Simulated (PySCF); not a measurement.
One of the candidates below gave these computed data.

All candidates are C5H9N.

* 13C NMR: chemical shifts (computed TMS as zero) by class: 178.7 (1 C), 48.7 (1 C), 33.6 (3 C) ppm [GIAO PBE0/pcSseg-1]
* Dipole: 3.92 D [PBE0/pcSseg-1]
* 1H NMR: chemical shifts (computed TMS as zero) by class: 1.49 (9 H) ppm [GIAO PBE0/pcSseg-1]
* NMR, other nuclei: isotropic shieldings of nuclei other than C and H, by class: 52 (1 N) ppm [GIAO PBE0/pcSseg-1]
* Rotational structure: rotational constants A, B, C: 4.542, 2.987, 2.987 GHz [GFN2-xTB]

Gas-phase values; electronic properties from PySCF, density fitting. Levels stand in brackets. Isolated species at its GFN2-xTB geometry, gas phase. Each NMR value is the plain mean over a class of atoms that symmetry, rotation or inversion makes alike.

**Question.** Which candidate is it?
A. `C=C(C)[C@@H]1CN1`
B. `[C-]#[N+]C(C)(C)C`
C. `NCCC1C=C1`

**Answer.** B. It is `[C-]#[N+]C(C)(C)C`. Numbering: `[C-:1]#[N+:2][C:3]([CH3:4])([CH3:5])[CH3:6]`. 5 carbons fall into 3 classes; from least to most shielded: isocyanide carbon [C1] (178.7 ppm), sp3 carbon bound to nitrogen [C3] (48.7 ppm), methyl carbon [C4/C5/C6] (33.6 ppm, 3 C). All hydrogens form one class (1.49 ppm): methyl hydrogen. The other shieldings belong to: 52 ppm, isocyanide nitrogen [N2]. The optimised geometry has point group C3v and is a prolate symmetric top.

The others, at the same levels:
- `C=C(C)[C@@H]1CN1` fails: it has 5 carbon classes against 3; its computed 13C shifts are 158.6 (1 C), 105.7 (1 C), 35.0 (1 C), 32.8 (1 C), 27.8 (1 C) ppm, 1H shifts are 4.98 (1 H), 4.44 (1 H), 2.10 (3 H), 1.88 (1 H), 1.85 (1 H), 1.60 (1 H), -0.08 (1 H) ppm and rotational constant A is 6.896 GHz (against 4.542 GHz).
- `NCCC1C=C1` fails: it has 4 carbon classes against 3; its computed 13C shifts are 127.7 (2 C), 47.8 (1 C), 47.6 (1 C), 17.5 (1 C) ppm, 1H shifts are 7.62 (2 H), 3.07 (2 H), 1.49 (1 H), 1.36 (2 H), 0.45 (2 H) ppm and rotational constant A is 12.566 GHz (against 4.542 GHz).

Each candidate is one conformer, not necessarily the lowest. The conformers computed, where there is a choice (atom-mapped SMILES and torsion angles):
- `[CH2:1]=[C:2]([CH3:3])[C@@H:4]1[CH2:5][NH:6]1`: C1–C2–C4–C5 42°
- `[NH2:1][CH2:2][CH2:3][CH:4]1[CH:5]=[CH:6]1`: N1–C2–C3–C4 -177°, C2–C3–C4–C5 -89°, H–N1–C2–C3 180°, H–N1–C2–C3 -62°
